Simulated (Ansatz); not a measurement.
# AlPH (doublet): from Hartree-Fock to the top rungs at distance Al1–P2 = 2.335 Å, 6-31G

Aim: climb from Hartree-Fock through coupled cluster and multireference methods for AlPH (doublet) at one geometry and basis, and see what each rung misses.

The runs use Ansatz 0.2.0, Gaussian basis; 6-31G, core rule «outside noble gas», up to 10 orbitals frozen.

The runs, in order: UHF; CCSD(T) on ROHF; CCSD(T) on UHF; BCCD(T) on ROHF; CISD; CCSDT(Q) on ROHF; CCSDT(Q) on UHF; CISDTQ; CCSDTQ on ROHF; CASSCF and MRCISD+Q, 3 electrons in 3 orbitals; CASSCF and NEVPT2, 3 electrons in 3 orbitals; CASSCF and MRCISD+Q, 9 electrons in 9 orbitals; CASSCF and MRCISD+Q(relaxed), 9 electrons in 9 orbitals; CASSCF and NEVPT2, 9 electrons in 9 orbitals; Full CI.

24 further runs of the same task are left out: 22 that didn't finish, 2 set aside as unsound or not needed.

### 1 What is computed

The geometry derives from a PBE0/def2-TZVP stationary point (not a proven minimum). One bond is set to the value named and the two fragments are kept rigid.

3 atoms, charge 0, spin multiplicity 2.

Atoms are counted from 1 here; the program's logs count them from 0.

Bond lengths: Al1–P2 2.335 Å, Al1–H3 1.581 Å. Angles: P2–Al1–H3 180.0°.

Geometry (Å):

```
Al    0.00000    0.00000    0.25120
P     0.00000    0.00000   -2.08380
H     0.00000    0.00000    1.83260
```

### 2 UHF

in.yaml reads:

```yaml
crystal:
  periodic: [false, false, false]
  atoms:
    - {symbol: Al, position_ang: [0.000000, 0.000000, 0.251200]}
    - {symbol: P, position_ang: [0.000000, 0.000000, -2.083800]}
    - {symbol: H, position_ang: [0.000000, 0.000000, 1.832600]}
basis:
  gaussian: {orbitals: 6-31G}
magnetization: {spin_polarized: true, initial_magnetization: 1}
hamiltonian: {xc: hf}
output: {orbitals: {seedname: orbitals}}
```

Command:

```console
> ansatz run in.yaml --threads 1 --pin off --events-out ev --progress --plain --max-ram 2393MiB
```

Further steps of the session: CCSD(T) on ROHF; CCSD(T) on UHF; BCCD(T) on ROHF; CISD; CCSDT(Q) on ROHF; CCSDT(Q) on UHF; CISDTQ; CCSDTQ on ROHF; CASSCF and MRCISD+Q, 3 electrons in 3 orbitals; CASSCF and NEVPT2, 3 electrons in 3 orbitals; CASSCF and MRCISD+Q, 9 electrons in 9 orbitals; CASSCF and MRCISD+Q(relaxed), 9 electrons in 9 orbitals; CASSCF and NEVPT2, 9 electrons in 9 orbitals; Full CI.

Q: Predict the results of all the runs planned. Wanted: FCI below the RHF energy; RMP2 from FCI; UMP2 from FCI; RCCSD from FCI; RCCSD(T) from FCI; UCCSD(T) from FCI; RCCSDT(Q) from FCI; UCCSDT(Q) from FCI; NEVPT2 pair from FCI.

As calculated:

```
                         quantity                                                                                                                              value
         FCI below the RHF energy                                                                                                                         -2.9058 eV
                    RMP2 from FCI                                                                                                                         +752.2 meV
                    UMP2 from FCI                                                                                                                        +1014.2 meV
                   RCCSD from FCI                                                                                                                         +166.2 meV
                RCCSD(T) from FCI                                                                                                                          +43.8 meV
                UCCSD(T) from FCI                                                                                                                          +62.4 meV
               RCCSDT(Q) from FCI                                                                                                                           +2.6 meV
               UCCSDT(Q) from FCI                                                                                                                           -6.4 meV
             NEVPT2 pair from FCI                                                                                                                         +653.8 meV
           MRCISD+Q pair from FCI                                                                                                                          +30.3 meV
          NEVPT2 valence from FCI                                                                                                                         +229.2 meV
levels within 1 kcal/mol (43 meV)  RCCSDT, UCCSDT, CISDTQ, RCCSDT(Q), UCCSDT(Q), RCCSDTQ, MRCISD+Q pair, MRCISD valence, MRCISD+Q valence, MRCISD+Q(relaxed) valence
                    T1 diagnostic                                                                                                                              0.050
   effectively unpaired electrons                                                                                                                               1.15
```

What this shows: RCCSD(T) lands +43.8 meV from the yardstick (1.5 % of the correlation energy). UCCSDT(Q) falls below full CI: unrestricted runs freeze a spin-polarised core, another one than full CI's, and coupled cluster isn't variational. The occupations are near whole numbers, but T1 = 0.050 shows that the orbitals relax strongly. Of the multireference levels listed MRCISD+Q(relaxed) valence comes nearest in total energy (-1.0 meV), which doesn't show that its space is the better one. These misses are within one basis, not against nature; the frozen cores of restricted and unrestricted runs differ, which can shift their rows.
